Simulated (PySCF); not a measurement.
Difluoroborane, BF2H, SMILES FBF, point group C2v.

Level: PBE0/pcSseg-2 in PySCF (density fitting, grid level 2); geometry and Hessian at that level, cubic constants and property derivatives from steps of ±0.6 along each species' dimensionless normal coordinates, second-order vibrational perturbation theory. The parent has the commonest isotopes.

Equilibrium geometry (Å):

| atom | x | y | z |
| --- | --- | --- | --- |
| F1 | -0.7167 | -1.0620 | -0.0534 |
| B2 | 0.0495 | 0.0015 | -0.0218 |
| F3 | -0.5265 | 1.1792 | -0.0323 |
| H4 | 1.2347 | -0.0996 | 0.0161 |

Give the equilibrium and ground-state rotational constants (MHz) of parent; ¹⁰B at 2; ²H at 4; ¹⁰B at 2, ²H at 4.


| species | Ae | Be | Ce | A0 | B0 | C0 | Δ0 (u Å²) | harmonic ZPE (cm⁻¹) |
| --- | --- | --- | --- | --- | --- | --- | --- | --- |
| parent | 74617 | 10515 | 9216.5 | 74312 | 10472 | 9160.1 | 0.112 | 3929 |
| ¹⁰B at 2 | 77383 | 10515 | 9257.4 | 77043 | 10471 | 9199.6 | 0.110 | 3986 |
| ²H at 4 | 52916 | 10515 | 8772.1 | 52680 | 10474 | 8717.5 | 0.128 | 3345 |
| ¹⁰B at 2, ²H at 4 | 54107 | 10515 | 8804.3 | 53853 | 10473 | 8748.4 | 0.127 | 3405 |

Δ0 = Ic − Ia − Ib from the ground-state constants.

How is the parent's vibrational correction B0 − Be made up?


```json
{"axis": "a", "harmonic": "609", "Coriolis": "-55.7", "cubic": "-858", "total (MHz)": "-305"}
{"axis": "b", "harmonic": "25.4", "Coriolis": "-0.208", "cubic": "-68.2", "total (MHz)": "-43.1"}
{"axis": "c", "harmonic": "10.4", "Coriolis": "-1.37", "cubic": "-65.5", "total (MHz)": "-56.4"}
```

And its quartic centrifugal distortion constants from the harmonic force field?

Asymmetric top, A reduction, Ir representation: ΔJ = 9.91 kHz, ΔJK = -130 kHz, ΔK = 2400 kHz, δJ = 1.9 kHz, δK = 41.4 kHz.
